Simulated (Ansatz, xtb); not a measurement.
## Relative energy of two structures of CH3FNO−

Structure a is `[O-]NCF`, a singlet and structure b is a singlet given by its coordinates. Both are gas-phase species (loosely bound parts included), relaxed with r2SCAN-D4/def2-SVPD; the shapes shown needn't be the lowest conformers.

a (Å):

```yaml
atoms:
  - { symbol: C, position_ang: [-0.5492, -0.3234, -1.1226] }
  - { symbol: F, position_ang: [0.4202, -1.1693, -0.4693] }
  - { symbol: N, position_ang: [-1.2694, 0.4551, -0.1784] }
  - { symbol: O, position_ang: [-2.1532, 1.2301, -0.9882] }
  - { symbol: H, position_ang: [-0.5936, 1.1058, 0.2482] }
  - { symbol: H, position_ang: [0.0341, 0.2684, -1.8656] }
  - { symbol: H, position_ang: [-1.2576, -0.9837, -1.6467] }
```

b (Å):

```xyz
7

C    -1.1927   -0.3560   -0.6799
F     0.0891   -0.3855    0.3855
N    -1.3445    1.0329   -0.9085
O    -0.5188   -0.8059   -1.8456
H    -1.6527    1.4631   -0.0433
H    -0.4403    1.4625   -1.1729
H    -0.4387   -1.7529   -1.7111
```

Close contacts (Å): C1–F2 1.67, C1–N3 1.42, C1–O4 1.42, N3–H5 1.01, N3–H6 1.04, O4–H7 0.96.

Quicker runs give these differences E(b) − E(a): GFN2-xTB −39.8 kJ/mol; HF/STO-3G −50.3 kJ/mol (at GFN2-xTB geometries); r2SCAN-D4/def2-SVPD//GFN2-xTB −83.9 kJ/mol.

Problem. Estimate E(b) − E(a) at the level CCSD(T)/def2-SVPD + ΔMP2/def2-TZVPPD.

Solution. Calculated at CCSD(T)/def2-SVPD + ΔMP2/def2-TZVPPD: E(b) − E(a) = −87.0 kJ/mol, so structure b lies lower.

How the difference moves with the method:

| level | geometry | E(b) − E(a) (kJ/mol) | departure from the last row (kJ/mol) | job, with rough time for the two |
| --- | --- | --- | --- | --- |
| GFN2-xTB | GFN2-xTB | −39.8 | +47.2 | optimisation, 0.083 s |
| HF/STO-3G | GFN2-xTB | −50.3 | +36.7 | single point, 0.12 s |
| r2SCAN-D4/def2-SVPD//GFN2-xTB | GFN2-xTB | −83.9 | +3.0 | single point, 2.1 s |
| r2SCAN-D4/def2-SVPD | r2SCAN-D4/def2-SVPD | −87.7 | −0.7 | optimisation, 23 s |
| HF/def2-SVPD | r2SCAN-D4/def2-SVPD | −85.3 | +1.7 | part of the CCSD(T) run |
| MP2/def2-SVPD | r2SCAN-D4/def2-SVPD | −91.1 | −4.1 | part of the CCSD(T) run |
| CCSD(T)/def2-SVPD | r2SCAN-D4/def2-SVPD | −88.1 | −1.1 | single point |
| CCSD(T)/def2-SVPD + ΔMP2/def2-TZVPPD | r2SCAN-D4/def2-SVPD | −87.0 |  | single point, 22 s |

The levels shown agree on the order. The largest departure from CCSD(T)/def2-SVPD + ΔMP2/def2-TZVPPD is that of GFN2-xTB, 47.2 kJ/mol. The last row adds to CCSD(T) the change of the MP2 difference between the two basis sets, here +1.1 kJ/mol.

With harmonic frequencies from r2SCAN-D4/def2-SVPD (ideal gas, rigid rotor, one conformer each, 298.15 K, 1 atm): on the last row, ΔE + ΔZPE = −89.6, ΔH = −88.1, ΔG = −90.3 kJ/mol.

The correlated steps freeze 4 core orbitals. Codes used: Ansatz 0.2.0, xtb 6.7.1; the last row on 2 threads of Arm Neoverse V2 on a shared host.
